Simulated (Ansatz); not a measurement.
GaH$_{3}$⁺, doublet: reading a ladder of total energies

Geometry: a PBE0/def2-TZVP stationary point for this spin, not checked as a minimum.

```yaml
atoms:
  - { symbol: Ga, position_ang: [0.0000, 0.0253, 0.0000] }
  - { symbol: H, position_ang: [0.0000, -2.0473, 0.0000] }
  - { symbol: H, position_ang: [0.0000, 0.1474, -1.5272] }
  - { symbol: H, position_ang: [0.0000, 0.1474, 1.5272] }
```

Basis aug-cc-pVDZ; Ansatz 0.2.0. Only valence electrons are correlated (noble-gas cores and the filled d shells of p-block atoms frozen), which leaves 5 electrons in 49 orbitals. R marks a restricted (for open shells ROHF) determinant. No spin–orbit coupling is included, and no scalar relativity.

Full CI is exact within this basis and frozen core; it isn't the basis-set limit.

Runs differ by some tens of microhartree through their thresholds and, for an open shell, their frozen cores, so steps under 0.03 kcal/mol mean nothing.

| level | total energy (hartree) |
| --- | --- |
| RHF | -1924.586779 |
| RMP2 | -1924.640409 |
| RCCSD | -1924.658693 |
| RCCSD(T) | -1924.659577 |
| RCCSDT | -1924.659941 |
| RCCSDT(Q) | -1924.659966 |
| full CI | -1924.659968 |

Q: What is the correlation energy at full CI, and what share of it do RMP2 and RCCSD(T) recover?

A: E(corr) = -1924.659968 − (-1924.586779) = -0.073189 hartree = -1.992 eV. RMP2: -0.053630 / -0.073189 = 73.28 %. RCCSD(T): -0.072798 / -0.073189 = 99.47 %.

Q: By how many kcal/mol does RCCSD(T) miss full CI (1 hartree = 627.509 kcal/mol), and which steps make up the rest?

A: -1924.659577 − (-1924.659968) = 0.000391 hartree = 0.25 kcal/mol. Steps: RCCSDT − RCCSD(T) = -0.23, RCCSDT(Q) − RCCSDT = -0.02, full CI − RCCSDT(Q) = 0.00 kcal/mol. That is within 1 kcal/mol of the reference in this basis, which itself misses far more of the correlation at the basis-set limit.
